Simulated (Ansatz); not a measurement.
**A basis-limit estimate, worked out**

An elementary step of CH$_{7}$BO, closed shell (CH₄O ([CH3][OH]) + BH₃ → CH₅BO ([BH2][O][CH3]) + H₂; bonds formed: H2–H5; dative contacts that become bonds: B1–O6; bonds broken: B1–H2, H5–O6). “Start” is the structure reached by relaxing down from the saddle towards the reactants; PBE0-D4/def2-TZVP structures. The saddle:

B1  (-0.179, -1.199, 0.010)
H2  (0.937, -1.394, -0.714)
H3  (-1.049, -1.005, -0.789)
H4  (-0.243, -2.117, 0.771)
H5  (1.040, -0.568, -0.122)
O6  (0.346, 0.094, 0.702)
C7  (-0.121, 1.307, 0.141)
H8  (0.387, 2.132, 0.642)
H9  (0.082, 1.359, -0.935)
H10  (-1.200, 1.392, 0.293)
(Å)

Computed with Ansatz 0.2.0 (basis: def2-TZVPP and def2-QZVPP); correlated methods freeze the cores.

Energies in eV:

| quantity | saddle | start |
| --- | --- | --- |
| Hartree–Fock, triple zeta (X = 3) | -3849.10539 | -3850.69299 |
| Hartree–Fock, quadruple zeta (X = 4) | -3849.30185 | -3850.88841 |
| MP2 correlation, X = 3 | -15.70910 | -15.21446 |
| MP2 correlation, X = 4 | -16.75779 | -16.25090 |
| CCSD(T) correlation, X = 3 | -17.18404 | -16.76009 |

Task: Work out the barrier at the basis limit: extrapolate Hartree–Fock as E(X) = E∞ + A exp(−7.88 √X) and the MP2 correlation as E(X) = E∞ + B X^−2.97 (the exponents that Neese and Valeev fitted for def2-TZVPP and QZVPP), then add CCSD(T) − MP2 in triple zeta.

Result: Each step is linear, so take the differences first (saddle − start): Hartree–Fock 1.58760 (X = 3) and 1.58656 (X = 4); MP2 correlation -0.49464 and -0.50689; CCSD(T) correlation -0.42395.
Two points give E∞ = E(4) + w [E(4) − E(3)], with w = 1/(exp(7.88 (2 − √3)) − 1) = 0.1377 for Hartree–Fock and w = 1/((4/3)^2.97 − 1) = 0.7407 for the correlation.
Hartree–Fock: 1.58656 + 0.1377 × (-0.00104) = 1.5864 eV.
MP2 correlation: -0.50689 + 0.7407 × (-0.01225) = -0.5160 eV.
CCSD(T) − MP2: -0.42395 − (-0.49464) = 0.0707 eV.
Sum: 1.5864 + (-0.5160) + 0.0707 = 1.1411 eV, or 26.31 kcal/mol. Plain CCSD(T) in triple zeta gives 1.1636 eV, so the larger basis shifts the result by -0.0225 eV.

No T1 diagnostic of these runs exceeds 0.015.

The step is the kind of ligand exchange by which a precursor binds to a hydroxyl group, or is hydrolysed, in atomic layer deposition of oxides.

Labels in which every atom is bracketed show which atoms are joined, not bond orders.

For scale, one of the runs: CCSD(T)/def2-TZVPP, 191 basis functions, launched by `ansatz run in.yaml --threads 2 --pin off --events-out ev --progress --plain --max-ram 4352MiB`. The run took 39 s on 2 CPU threads of an Arm Neoverse V2 (shared host), with 2.2 GiB of host memory at its peak.
